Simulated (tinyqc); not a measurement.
Worked calculation (part 1 of 2): ROHF in the sto-3g basis, for LiH+, spin multiplicity 2. Computed by tinyqc, a small Python program that keeps every step (integrals from PySCF). Settings: charge = 1, multiplicity = 2, basis = sto-3g, energy threshold = 1e-08, iteration cap = 66, orthogonalisation = canonical, start = core, DIIS depth = 0, method = ROHF. Command: `OMP_NUM_THREADS=1 python tinyqc.py 28616 28617 out.jsonl` (the two numbers bound the seeds that draw the settings). One thread of a shared host (Intel(R) Xeon(R) Processor @ 2.60GHz), about 0.08 s of CPU time with the checks. Later iterations appear only in the table of the cycle.

## One-electron integrals

Geometry (angstrom):
```
atom       x       y       z
Li    0.0000  0.0000  0.0000
H     0.0000  0.0000  2.8360
```

Basis sto-3g: exponents (1/bohr^2) and contraction coefficients of normalised primitives:
```
element  l (shell)  exponent  coefficient
Li           s (1)   16.1196       0.1543
Li           s (1)    2.9362       0.5353
Li           s (1)    0.7947       0.4446
Li           s (2)    0.6363      -0.1000
Li           s (2)    0.1479       0.3995
Li           s (2)    0.0481       0.7001
Li           p (3)    0.6363       0.1559
Li           p (3)    0.1479       0.6077
Li           p (3)    0.0481       0.3920
H            s (1)    3.4253       0.1543
H            s (1)    0.6239       0.5353
H            s (1)    0.1689       0.4446
```

Overlap, kinetic and nuclear-attraction integrals over the contracted functions; the nuclear repulsion is the sum of Za Zb / Rab.

nuclear repulsion = 0.559778 hartree

overlap S, lower triangle:
```
         1Li 1s  1Li 2s  1Li 2px  1Li 2py  1Li 2pz   2H 1s
1Li 1s   1.0000
1Li 2s   0.2411  1.0000
1Li 2px  0.0000  0.0000   1.0000
1Li 2py  0.0000  0.0000   0.0000   1.0000
1Li 2pz  0.0000  0.0000   0.0000   0.0000   1.0000
2H 1s    0.0032  0.1448   0.0000   0.0000   0.2230  1.0000
```

kinetic energy T (hartree), lower triangle:
```
          1Li 1s   1Li 2s  1Li 2px  1Li 2py  1Li 2pz   2H 1s
1Li 1s    3.5768
1Li 2s   -0.0202   0.1022
1Li 2px   0.0000   0.0000   0.3197
1Li 2py   0.0000   0.0000   0.0000   0.3197
1Li 2pz   0.0000   0.0000   0.0000   0.0000   0.3197
2H 1s    -0.0025  -0.0008   0.0000   0.0000   0.0096  0.7600
```

nuclear attraction V (hartree), lower triangle:
```
          1Li 1s   1Li 2s  1Li 2px  1Li 2py  1Li 2pz    2H 1s
1Li 1s   -8.1695
1Li 2s   -1.0093  -1.3917
1Li 2px   0.0000   0.0000  -1.3688
1Li 2py   0.0000   0.0000   0.0000  -1.3688
1Li 2pz  -0.0051  -0.0595   0.0000   0.0000  -1.4082
2H 1s    -0.0117  -0.1937   0.0000   0.0000  -0.3003  -1.7864
```

core Hamiltonian H = T + V (hartree), lower triangle:
```
          1Li 1s   1Li 2s  1Li 2px  1Li 2py  1Li 2pz    2H 1s
1Li 1s   -4.5927
1Li 2s   -1.0296  -1.2896
1Li 2px   0.0000   0.0000  -1.0491
1Li 2py   0.0000   0.0000   0.0000  -1.0491
1Li 2pz  -0.0051  -0.0595   0.0000   0.0000  -1.0885
2H 1s    -0.0142  -0.1945   0.0000   0.0000  -0.2907  -1.0264
```

## Two-electron integrals

Functions are numbered as in S; the eight-fold symmetry (ij|kl) = (ji|kl) = (kl|ij) leaves the list below.

Two-electron integrals (ij|kl) in chemists' order, unique and non-zero (hartree):
```
(11|11) 1.6804     (21|11) 0.2654     (21|21) 0.0499     (22|11) 0.3977
(22|21) 0.0929     (22|22) 0.2906     (31|31) 0.0090     (32|31) 0.0138
(32|32) 0.0642     (33|11) 0.3966     (33|21) 0.0929     (33|22) 0.2905
(33|33) 0.3129     (41|41) 0.0090     (42|41) 0.0138     (42|42) 0.0642
(43|43) 0.0169     (44|11) 0.3966     (44|21) 0.0929     (44|22) 0.2905
(44|33) 0.2792     (44|44) 0.3129     (51|51) 0.0090     (52|51) 0.0138
(52|52) 0.0642     (53|53) 0.0169     (54|54) 0.0169     (55|11) 0.3966
(55|21) 0.0929     (55|22) 0.2905     (55|33) 0.2792     (55|44) 0.2792
(55|55) 0.3129     (61|11) 0.0031     (61|21) 0.0006     (61|22) 0.0012
(61|33) 0.0012     (61|44) 0.0012     (61|51) 9.89e-05   (61|52) 2.04e-04
(61|55) 0.0013     (61|61) 8.80e-06   (62|11) 0.0344     (62|21) 0.0083
(62|22) 0.0315     (62|33) 0.0296     (62|44) 0.0296     (62|51) 0.0011
(62|52) 0.0099     (62|55) 0.0353     (62|61) 1.32e-04   (62|62) 0.0091
(63|31) 2.88e-04   (63|32) 0.0020     (63|53) 0.0010     (63|63) 3.15e-04
(64|41) 2.88e-04   (64|42) 0.0020     (64|54) 0.0010     (64|64) 3.15e-04
(65|11) 0.0515     (65|21) 0.0124     (65|22) 0.0478     (65|33) 0.0447
(65|44) 0.0447     (65|51) 0.0017     (65|52) 0.0155     (65|55) 0.0540
(65|61) 2.00e-04   (65|62) 0.0144     (65|65) 0.0228     (66|11) 0.1866
(66|21) 0.0450     (66|22) 0.1839     (66|33) 0.1714     (66|44) 0.1714
(66|51) 0.0051     (66|52) 0.0579     (66|55) 0.2083     (66|61) 0.0007
(66|62) 0.0741     (66|65) 0.1186     (66|66) 0.7746
```

## Orthogonalisation

S = U s U^T; canonical form X = U s^(-1/2), so that X^T S X = 1. Each column of U has its largest component positive (the first on a tie).

eigenvalues of S: 0.6855  0.8283  1.0000  1.0000  1.1686  1.3177

X:
```
               1        2        3       4        5       6
1Li 1s   -0.5448   0.5995   0.0000  0.0000  -0.4989  0.3973
1Li 2s    0.7193  -0.4202   0.0000  0.0000  -0.3543  0.5171
1Li 2px   0.0000   0.0000  -0.2110  0.9775   0.0000  0.0000
1Li 2py   0.0000   0.0000   0.9775  0.2110   0.0000  0.0000
1Li 2pz   0.4644   0.6492   0.0000  0.0000   0.5535  0.3319
2H 1s    -0.6549  -0.4999   0.0000  0.0000   0.4183  0.4727
```

Within a degenerate level the vectors are fixed only up to a rotation; this is one choice.

## Starting guess

The start is the orbitals of the core Hamiltonian; D(s) = C_occ C_occ^T for each spin.

D(alpha) at the start, lower triangle:
```
          1Li 1s  1Li 2s  1Li 2px  1Li 2py  1Li 2pz   2H 1s
1Li 1s    1.0386
1Li 2s   -0.1490  0.5662
1Li 2px   0.0000  0.0000   0.0000
1Li 2py   0.0000  0.0000   0.0000   0.0000
1Li 2pz  -0.0933  0.4254   0.0000   0.0000   0.3200
2H 1s    -0.0326  0.1616   0.0000   0.0000   0.1216  0.0462
```

D(beta) at the start, lower triangle:
```
          1Li 1s   1Li 2s  1Li 2px  1Li 2py  1Li 2pz   2H 1s
1Li 1s    1.0112
1Li 2s   -0.0244   0.0006
1Li 2px   0.0000   0.0000   0.0000
1Li 2py   0.0000   0.0000   0.0000   0.0000
1Li 2pz   0.0004   0.0000   0.0000   0.0000   0.0000
2H 1s     0.0030  -0.0001   0.0000   0.0000   0.0000  0.0000
```

## Iteration 1: building the Fock matrix

J_ij = sum D_kl (ij|kl) with D = D(alpha) + D(beta), K_ij = sum D_kl (ik|jl) for each spin; F = H + J - K(s); E = tr D H + tr D J / 2 - 0.5 sum_s tr D(s) K(s) + E_nn.

Coulomb J (hartree), lower triangle:
```
         1Li 1s  1Li 2s  1Li 2px  1Li 2py  1Li 2pz   2H 1s
1Li 1s   3.7368
1Li 2s   0.6168  1.0709
1Li 2px  0.0000  0.0000   1.0631
1Li 2py  0.0000  0.0000   0.0000   1.0631
1Li 2pz  0.0111  0.0617   0.0000   0.0000   1.0797
2H 1s    0.0075  0.1149   0.0000   0.0000   0.1742  0.6746
```

exchange K(alpha) (hartree), lower triangle:
```
         1Li 1s  1Li 2s  1Li 2px  1Li 2py  1Li 2pz   2H 1s
1Li 1s   1.6974
1Li 2s   0.2665  0.2217
1Li 2px  0.0000  0.0000   0.0479
1Li 2py  0.0000  0.0000   0.0000   0.0479
1Li 2pz  0.0083  0.1567   0.0000   0.0000   0.1608
2H 1s    0.0061  0.0874   0.0000   0.0000   0.0892  0.1132
```

exchange K(beta) (hartree), lower triangle:
```
         1Li 1s  1Li 2s  1Li 2px  1Li 2py  1Li 2pz   2H 1s
1Li 1s   1.6863
1Li 2s   0.2576  0.0462
1Li 2px  0.0000  0.0000   0.0084
1Li 2py  0.0000  0.0000   0.0000   0.0084
1Li 2pz  0.0003  0.0001   0.0000   0.0000   0.0085
2H 1s    0.0029  0.0005   0.0000   0.0000   0.0001  0.0000
```

F(alpha) (hartree), lower triangle:
```
          1Li 1s   1Li 2s  1Li 2px  1Li 2py  1Li 2pz    2H 1s
1Li 1s   -2.5532
1Li 2s   -0.6793  -0.4404
1Li 2px   0.0000   0.0000  -0.0338
1Li 2py   0.0000   0.0000   0.0000  -0.0338
1Li 2pz  -0.0023  -0.1545   0.0000   0.0000  -0.1696
2H 1s    -0.0127  -0.1670   0.0000   0.0000  -0.2057  -0.4650
```

F(beta) (hartree), lower triangle:
```
          1Li 1s   1Li 2s  1Li 2px  1Li 2py  1Li 2pz    2H 1s
1Li 1s   -2.5421
1Li 2s   -0.6704  -0.2648
1Li 2px   0.0000   0.0000   0.0056
1Li 2py   0.0000   0.0000   0.0000   0.0056
1Li 2pz   0.0056   0.0021   0.0000   0.0000  -0.0173
2H 1s    -0.0095  -0.0802   0.0000   0.0000  -0.1166  -0.3518
```

total energy of this density = -7.396594 hartree

## Iteration 1: Roothaan effective Fock matrix

With projectors Pc = D(beta) S, Po = (D(alpha) - D(beta)) S, Pv = 1 - D(alpha) S, the block xy is Px^T F Py; with Fc = (F(alpha) + F(beta))/2, the blocks are Fc for cc, oo, vv and cv, F(beta) for co and F(alpha) for ov.

effective F (hartree), lower triangle:
```
          1Li 1s   1Li 2s  1Li 2px  1Li 2py  1Li 2pz    2H 1s
1Li 1s   -2.5476
1Li 2s   -0.6729  -0.3440
1Li 2px   0.0000   0.0000  -0.0141
1Li 2py   0.0000   0.0000   0.0000  -0.0141
1Li 2pz   0.0031  -0.0792   0.0000   0.0000  -0.1043
2H 1s    -0.0099  -0.1173   0.0000   0.0000  -0.1620  -0.4039
```

## Iteration 1: diagonalisation and new density

Diagonalise F' = X^T F X, C = X C', fill 2 alpha and 1 beta electrons from the bottom; D(s) = C_occ C_occ^T. Each column has its largest component positive (the first on a tie).

F' = X^T F X (hartree), lower triangle:
```
         1        2        3        4        5        6
1  -0.4550
2   0.4240  -0.6747
3   0.0000   0.0000  -0.0141
4   0.0000   0.0000   0.0000  -0.0141
5  -0.4657   0.7919   0.0000   0.0000  -1.0246
6   0.4965  -0.5395   0.0000   0.0000   0.6542  -1.0107
```

orbital energies (hartree): MO1 -2.5491, MO2 -0.4366, MO3 -0.1505, MO4 -0.0288, MO5 -0.0141, MO6 -0.0141

coefficients C:
```
             MO1      MO2      MO3      MO4     MO5      MO6
1Li 1s    0.9933  -0.0719  -0.2533   0.0836  0.0000   0.0000
1Li 2s    0.0265   0.2558   0.9625  -0.3074  0.0000   0.0000
1Li 2px   0.0000   0.0000   0.0000   0.0000  0.1883   0.9821
1Li 2py   0.0000   0.0000   0.0000   0.0000  0.9821  -0.1883
1Li 2pz   0.0000   0.2286   0.2839   0.9595  0.0000   0.0000
2H 1s    -0.0023   0.8576  -0.4973  -0.3076  0.0000   0.0000
```

D(alpha) after iteration 1, lower triangle:
```
          1Li 1s  1Li 2s  1Li 2px  1Li 2py  1Li 2pz   2H 1s
1Li 1s    0.9918
1Li 2s    0.0079  0.0661
1Li 2px   0.0000  0.0000   0.0000
1Li 2py   0.0000  0.0000   0.0000   0.0000
1Li 2pz  -0.0164  0.0585   0.0000   0.0000   0.0523
2H 1s    -0.0639  0.2193   0.0000   0.0000   0.1961  0.7354
```

D(beta) after iteration 1, lower triangle:
```
          1Li 1s   1Li 2s  1Li 2px  1Li 2py  1Li 2pz   2H 1s
1Li 1s    0.9866
1Li 2s    0.0263   0.0007
1Li 2px   0.0000   0.0000   0.0000
1Li 2py   0.0000   0.0000   0.0000   0.0000
1Li 2pz   0.0000   0.0000   0.0000   0.0000   0.0000
2H 1s    -0.0023  -0.0001   0.0000   0.0000   0.0000  0.0000
```

Within a degenerate level the vectors are fixed only up to a rotation; this is one choice.

## Iteration 2: building the Fock matrix

As before.

Coulomb J (hartree), lower triangle:
```
         1Li 1s  1Li 2s  1Li 2px  1Li 2py  1Li 2pz   2H 1s
1Li 1s   3.5621
1Li 2s   0.5811  0.9955
1Li 2px  0.0000  0.0000   0.9816
1Li 2py  0.0000  0.0000   0.0000   0.9816
1Li 2pz  0.0063  0.0601   0.0000   0.0000   1.0165
2H 1s    0.0070  0.1378   0.0000   0.0000   0.2129  1.0506
```

exchange K(alpha) (hartree), lower triangle:
```
          1Li 1s  1Li 2s  1Li 2px  1Li 2py  1Li 2pz   2H 1s
1Li 1s    1.6745
1Li 2s    0.2738  0.0969
1Li 2px   0.0000  0.0000   0.0157
1Li 2py   0.0000  0.0000   0.0000   0.0157
1Li 2pz  -0.0002  0.0514   0.0000   0.0000   0.0743
2H 1s     0.0035  0.1148   0.0000   0.0000   0.1546  0.6521
```

exchange K(beta) (hartree), lower triangle:
```
          1Li 1s  1Li 2s  1Li 2px  1Li 2py  1Li 2pz   2H 1s
1Li 1s    1.6719
1Li 2s    0.2736  0.0543
1Li 2px   0.0000  0.0000   0.0096
1Li 2py   0.0000  0.0000   0.0000   0.0096
1Li 2pz  -0.0001  0.0000   0.0000   0.0000   0.0096
2H 1s     0.0036  0.0008   0.0000   0.0000   0.0001  0.0000
```

F(alpha) (hartree), lower triangle:
```
          1Li 1s   1Li 2s  1Li 2px  1Li 2py  1Li 2pz    2H 1s
1Li 1s   -2.7051
1Li 2s   -0.7223  -0.3910
1Li 2px   0.0000   0.0000  -0.0833
1Li 2py   0.0000   0.0000   0.0000  -0.0833
1Li 2pz   0.0014  -0.0508   0.0000   0.0000  -0.1463
2H 1s    -0.0106  -0.1716   0.0000   0.0000  -0.2323  -0.6278
```

F(beta) (hartree), lower triangle:
```
          1Li 1s   1Li 2s  1Li 2px  1Li 2py  1Li 2pz   2H 1s
1Li 1s   -2.7025
1Li 2s   -0.7221  -0.3484
1Li 2px   0.0000   0.0000  -0.0772
1Li 2py   0.0000   0.0000   0.0000  -0.0772
1Li 2pz   0.0012   0.0006   0.0000   0.0000  -0.0816
2H 1s    -0.0107  -0.0575   0.0000   0.0000  -0.0779  0.0242
```

total energy of this density = -7.602254 hartree

## Iteration 2: Roothaan effective Fock matrix

As before.

effective F (hartree), lower triangle:
```
          1Li 1s   1Li 2s  1Li 2px  1Li 2py  1Li 2pz    2H 1s
1Li 1s   -2.7038
1Li 2s   -0.7228  -0.3339
1Li 2px   0.0000   0.0000  -0.0802
1Li 2py   0.0000   0.0000   0.0000  -0.0802
1Li 2pz   0.0007   0.0124   0.0000   0.0000  -0.0751
2H 1s    -0.0111  -0.0777   0.0000   0.0000  -0.1227  -0.3531
```

## Iteration 2: diagonalisation and new density

As before.

F' = X^T F X (hartree), lower triangle:
```
         1        2        3        4        5        6
1  -0.4286
2   0.4605  -0.7389
3   0.0000   0.0000  -0.0802
4   0.0000   0.0000   0.0000  -0.0802
5  -0.4719   0.7970   0.0000   0.0000  -1.0896
6   0.5672  -0.5875   0.0000   0.0000   0.7517  -0.9766
```

orbital energies (hartree): MO1 -2.7059, MO2 -0.3614, MO3 -0.1466, MO4 -0.0802, MO5 -0.0802, MO6 -0.0197

coefficients C:
```
             MO1      MO2      MO3      MO4     MO5      MO6
1Li 1s    0.9924  -0.0307  -0.2629   0.0000  0.0000  -0.0897
1Li 2s    0.0298   0.0987   0.9792   0.0000  0.0000   0.3427
1Li 2px   0.0000   0.0000   0.0000  -0.5910  0.8067   0.0000
1Li 2py   0.0000   0.0000   0.0000   0.8067  0.5910   0.0000
1Li 2pz   0.0001   0.1346  -0.3147   0.0000  0.0000   0.9677
2H 1s    -0.0030   0.9430  -0.1171   0.0000  0.0000  -0.4175
```

D(alpha) after iteration 2, lower triangle:
```
          1Li 1s  1Li 2s  1Li 2px  1Li 2py  1Li 2pz   2H 1s
1Li 1s    0.9858
1Li 2s    0.0266  0.0106
1Li 2px   0.0000  0.0000   0.0000
1Li 2py   0.0000  0.0000   0.0000   0.0000
1Li 2pz  -0.0040  0.0133   0.0000   0.0000   0.0181
2H 1s    -0.0319  0.0929   0.0000   0.0000   0.1269  0.8893
```

D(beta) after iteration 2, lower triangle:
```
          1Li 1s   1Li 2s  1Li 2px  1Li 2py  1Li 2pz   2H 1s
1Li 1s    0.9849
1Li 2s    0.0296   0.0009
1Li 2px   0.0000   0.0000   0.0000
1Li 2py   0.0000   0.0000   0.0000   0.0000
1Li 2pz   0.0001   0.0000   0.0000   0.0000   0.0000
2H 1s    -0.0030  -0.0001   0.0000   0.0000   0.0000  0.0000
```

Within a degenerate level the vectors are fixed only up to a rotation; this is one choice.

## Iteration 3: building the Fock matrix

As before.

Coulomb J (hartree), lower triangle:
```
         1Li 1s  1Li 2s  1Li 2px  1Li 2py  1Li 2pz   2H 1s
1Li 1s   3.5383
1Li 2s   0.5761  0.9843
1Li 2px  0.0000  0.0000   0.9697
1Li 2py  0.0000  0.0000   0.0000   0.9697
1Li 2pz  0.0055  0.0589   0.0000   0.0000   1.0065
2H 1s    0.0069  0.1412   0.0000   0.0000   0.2187  1.1128
```

exchange K(alpha) (hartree), lower triangle:
```
          1Li 1s  1Li 2s  1Li 2px  1Li 2py  1Li 2pz   2H 1s
1Li 1s    1.6713
1Li 2s    0.2748  0.0744
1Li 2px   0.0000  0.0000   0.0115
1Li 2py   0.0000  0.0000   0.0000   0.0115
1Li 2pz  -0.0001  0.0285   0.0000   0.0000   0.0527
2H 1s     0.0036  0.0938   0.0000   0.0000   0.1432  0.7336
```

exchange K(beta) (hartree), lower triangle:
```
          1Li 1s  1Li 2s  1Li 2px  1Li 2py  1Li 2pz   2H 1s
1Li 1s    1.6707
1Li 2s    0.2746  0.0549
1Li 2px   0.0000  0.0000   0.0097
1Li 2py   0.0000  0.0000   0.0000   0.0097
1Li 2pz  -0.0001  0.0000   0.0000   0.0000   0.0097
2H 1s     0.0036  0.0008   0.0000   0.0000   0.0001  0.0000
```

F(alpha) (hartree), lower triangle:
```
          1Li 1s   1Li 2s  1Li 2px  1Li 2py  1Li 2pz    2H 1s
1Li 1s   -2.7257
1Li 2s   -0.7283  -0.3797
1Li 2px   0.0000   0.0000  -0.0908
1Li 2py   0.0000   0.0000   0.0000  -0.0908
1Li 2pz   0.0005  -0.0291   0.0000   0.0000  -0.1347
2H 1s    -0.0109  -0.1471   0.0000   0.0000  -0.2152  -0.6471
```

F(beta) (hartree), lower triangle:
```
          1Li 1s   1Li 2s  1Li 2px  1Li 2py  1Li 2pz   2H 1s
1Li 1s   -2.7251
1Li 2s   -0.7281  -0.3602
1Li 2px   0.0000   0.0000  -0.0891
1Li 2py   0.0000   0.0000   0.0000  -0.0891
1Li 2pz   0.0005  -0.0006   0.0000   0.0000  -0.0917
2H 1s    -0.0108  -0.0541   0.0000   0.0000  -0.0721  0.0865
```

total energy of this density = -7.610821 hartree

## Iteration 3: Roothaan effective Fock matrix

As before.

effective F (hartree), lower triangle:
```
          1Li 1s   1Li 2s  1Li 2px  1Li 2py  1Li 2pz    2H 1s
1Li 1s   -2.7254
1Li 2s   -0.7285  -0.3544
1Li 2px   0.0000   0.0000  -0.0899
1Li 2py   0.0000   0.0000   0.0000  -0.0899
1Li 2pz   0.0000   0.0083   0.0000   0.0000  -0.0786
2H 1s    -0.0115  -0.0694   0.0000   0.0000  -0.0978  -0.3016
```

## Iteration 3: diagonalisation and new density

As before.

F' = X^T F X (hartree), lower triangle:
```
         1        2        3        4        5        6
1  -0.4454
2   0.4677  -0.7467
3   0.0000   0.0000  -0.0899
4   0.0000   0.0000   0.0000  -0.0899
5  -0.4870   0.7900   0.0000   0.0000  -1.0804
6   0.5461  -0.6034   0.0000   0.0000   0.7813  -0.9665
```

orbital energies (hartree): MO1 -2.7275, MO2 -0.3085, MO3 -0.1625, MO4 -0.0899, MO5 -0.0899, MO6 -0.0406

coefficients C:
```
             MO1      MO2      MO3      MO4     MO5      MO6
1Li 1s    0.9924  -0.0445  -0.2671   0.0000  0.0000  -0.0696
1Li 2s    0.0300   0.1494   0.9963   0.0000  0.0000   0.2665
1Li 2px   0.0000   0.0000   0.0000  -0.0486  0.9988   0.0000
1Li 2py   0.0000   0.0000   0.0000   0.9988  0.0486   0.0000
1Li 2pz   0.0005   0.1126  -0.2449   0.0000  0.0000   0.9904
2H 1s    -0.0030   0.9375  -0.1992   0.0000  0.0000  -0.3985
```

D(alpha) after iteration 3, lower triangle:
```
          1Li 1s  1Li 2s  1Li 2px  1Li 2py  1Li 2pz   2H 1s
1Li 1s    0.9867
1Li 2s    0.0231  0.0232
1Li 2px   0.0000  0.0000   0.0000
1Li 2py   0.0000  0.0000   0.0000   0.0000
1Li 2pz  -0.0045  0.0168   0.0000   0.0000   0.0127
2H 1s    -0.0447  0.1399   0.0000   0.0000   0.1056  0.8788
```

D(beta) after iteration 3, lower triangle:
```
          1Li 1s   1Li 2s  1Li 2px  1Li 2py  1Li 2pz   2H 1s
1Li 1s    0.9848
1Li 2s    0.0298   0.0009
1Li 2px   0.0000   0.0000   0.0000
1Li 2py   0.0000   0.0000   0.0000   0.0000
1Li 2pz   0.0005   0.0000   0.0000   0.0000   0.0000
2H 1s    -0.0030  -0.0001   0.0000   0.0000   0.0000  0.0000
```

Within a degenerate level the vectors are fixed only up to a rotation; this is one choice.
